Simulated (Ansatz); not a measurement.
Relaxation of H₅Si (6 atoms, charge 0, multiplicity 2), to a largest force component of 0.03 eV/Å in at most 50 steps.

Level of theory: UKS PBE-D4/def2-SVP (Ansatz 0.2.0).

```xyz
6
Properties=species:S:1:pos:R:3:forces:R:3
Si 0.001 0.000 -0.285 0.00 0.00 -0.15
H 0.000 0.000 2.379 0.00 0.00 -1.83
H 1.422 0.000 -0.760 0.13 0.00 0.01
H -0.710 1.231 -0.759 -0.07 0.11 0.01
H -0.710 -1.231 -0.759 -0.07 -0.11 0.01
H 0.000 0.000 3.105 0.00 0.00 1.96
```

Where does it end, and by what steps?

It converged. After 3 steps the energy has fallen by 0.073 eV; H6 moved furthest, 0.35 Å.

```
step  energy less start (eV)  largest force component (eV/Å)  accepted
   0                  0.0000                           1.961       yes
   1                 -0.0677                           0.086       yes
   2                 -0.0717                           0.072       yes
   3                 -0.0726                           0.009       yes
```

```xyz
6
Properties=species:S:1:pos:R:3
Si 0.001 0.000 -0.469
H 0.000 0.000 2.686
H 1.436 0.000 -0.919
H -0.717 1.243 -0.918
H -0.717 -1.243 -0.918
H -0.001 0.000 3.458
```

The run took 4.2 s on 1 thread of Arm Neoverse V2 (shared host), peak memory 0.098 GiB.
